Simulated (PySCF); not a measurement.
Molecule: SMILES C, CH4.

Numbering as in the mapped SMILES `[CH4:1]`; H(Xn) means a hydrogen on atom n.

Spin–spin couplings on one PBE0-D3(BJ)/def2-SVP geometry, PySCF 2.14.0 with density-fitted response routines, gas phase, non-relativistic, equivalent pairs averaged; isotopes $^{13}$C, $^{1}$H; basis pcJ-1.

Reference values (Hz): $^{1}J$(C1,H(C1)) = 125.3 (measured; gas, zero-density limit; Jackowski, Slowinski, Molecules 2023, 28, 1499).

How do the couplings (Hz) change with the functional? Times are CPU seconds on shared hosts with different chips, so compare them loosely; the GGAs took longer than the global hybrids here, which isn't the general rule, and the cause wasn't traced.

Answers


```tsv
functional	functions	$^{1}J$(C1,H(C1))	abs. error	core-s
HF	67	159.9	34.6	0.56
LDA	67	101.9	23.4	1.3
PBE	67	122.5	2.8	2
KT2	67	128.3	3.0	2.1
B3LYP	67	134.4	9.1	1.4
PBE0	67	126.0	0.7	1.8
B97-2	67	121.5	3.8	1.8
BHandHLYP	67	143.9	18.6	0.8
CAM-B3LYP	67	131.6	6.2	0.9
```

Errors compare magnitudes, without vibrational corrections. Closest: PBE0; furthest: HF.
